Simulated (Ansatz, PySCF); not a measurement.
ozone (O3), SMILES O=[O+][O-].

Geometry optimised at PBE0-D3(BJ)/def2-TZVP. The molecule may have multireference character, which single-reference levels describe poorly.

Two levels are set side by side: PBE/def2-TZVPD (Ansatz, a first-principles code) and EOM-CCSD/aug-cc-pVDZ (PySCF). PBE by ΔSCF, the other level by its IP root; same geometry, the bases differ. Differences are taken from unrounded values.

```tsv
quantity	PBE
vertical ionisation energy (eV)	12.45
```

Q: These are the PBE values. What does EOM-CCSD give? (The exact figures need the calculation; the answer reports its results.)

A: 
```tsv
quantity	EOM-CCSD	PBE minus EOM-CCSD
vertical ionisation energy (eV)	12.57	-0.12
```

On these quantities the two levels nearly agree.
